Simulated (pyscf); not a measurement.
Single points on ωB97X-D3(BJ)/def2-SVP structures (PySCF, gas phase).

Question: How much does it cost (ΔH, 298 K, ωB97M-D3(BJ)/def2-TZVP) to split H₃C–Cd–TeH at its H–Te bond into H₃C–Cd–Te• + H•?

Answer: H–Te to H₃C–Cd–Te• + H•: 2.97 eV. The 7 functionals that were run give +2.69 (M06-2X) to +3.03 eV (ωB97X-D3(BJ)). The radicals are drawn with the spin at the cut bond; how far it spreads was not checked. Other isomers of H₃C–Cd–Te• were not searched in full and may lie lower. Elements past Kr carry the def2 core potentials, without spin-orbit coupling.
